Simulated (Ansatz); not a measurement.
```yaml
crystal:
  periodic: [false, false, false]
  atoms:
    - {symbol: C, position_ang: [-2.225128, 1.490739, -1.993513]}
    - {symbol: Si, position_ang: [-0.316186, -1.422604, 0.200162]}
    - {symbol: P, position_ang: [2.763020, 0.724791, 3.454824]}
    - {symbol: H, position_ang: [-3.803902, 0.506285, -3.515119]}
    - {symbol: H, position_ang: [-0.645405, 2.765305, -3.280485]}
    - {symbol: H, position_ang: [-3.410645, 3.003196, -0.551166]}
    - {symbol: H, position_ang: [1.240332, -3.503219, -1.795370]}
    - {symbol: H, position_ang: [-2.484975, -3.140519, 1.954351]}
    - {symbol: H, position_ang: [4.155575, -1.959943, 4.242235]}
    - {symbol: H, position_ang: [4.909694, 1.423113, 1.290902]}
basis:
  gaussian: {orbitals: "6-31++G**"}
hamiltonian: {xc: {name: B97}}
```

```sh
$ ansatz run in.yaml --threads 2 --pin off --events-out ev --progress --plain --max-ram 4352MiB
```

Shortened log:

```
Functional definition: B97
1125 factors; their error is unknown
mean field evaluation 1: about -18255.1280 eV, gradient 4.8e1 eV
mean field evaluation 2: about -18051.3182 eV, gradient 1.3e2 eV
mean field evaluation 4: about -18112.5929 eV, gradient 1.0e2 eV
mean field evaluation 8: about -18277.4967 eV, gradient 3.9e0 eV
mean field evaluation 16: about -18277.7208 eV, gradient 2.5e-5 eV
mean field -18277.72081699 eV, -671.6938509401 hartree, gradient 2.5e-5 eV, S^2 0.000000; 4 other end points of the search recorded, 0 dependent functions left out
reference -18277.72090118 eV, -671.6938540341 hartree; 21, 21 occupied and 86, 86 virtual orbitals, 1125 factors
Total energy: -18277.72090118 eV, -671.6938540341 hartree
```

**Question.** What is wrong with this run?

**Answer.** The geometry is stretched to more than twice its size. The calculation finished and met its thresholds. The result belongs to that input, not to the molecule as meant.
